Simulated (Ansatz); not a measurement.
For omega Hf (model structure), PBEsol in Ansatz (plane waves, PAW) gives:

| Item | Result |
|---|---|
| lattice parameter a | 4.920 Å |
| c axis length | 3.062 Å |

Question: What does r²SCAN (PAW; Ansatz, a program for electronic structure) give for the same quantities?

Answer: 
- lattice constant a: 4.973 Å (rises by 1.1 %)
- lattice parameter c: 3.092 Å (goes up by 1.0 %)

Changes are worked out from the printed values.

Unless a cell is named, each level is at its own relaxed cell (PBEsol 21.40, r²SCAN 22.07 Å³/atom).

Levels without +SOC leave out spin–orbit coupling, which shifts energies and cells of such heavy elements.

Ansatz's density-functional and Hartree–Fock values are scalar-relativistic unless marked +SOC, with PAW data made under PBE.

A model structure was made by putting elements into a prototype or built by hand; it is no filed structure, need not be a known phase, and can be a saddle point held by its symmetry.
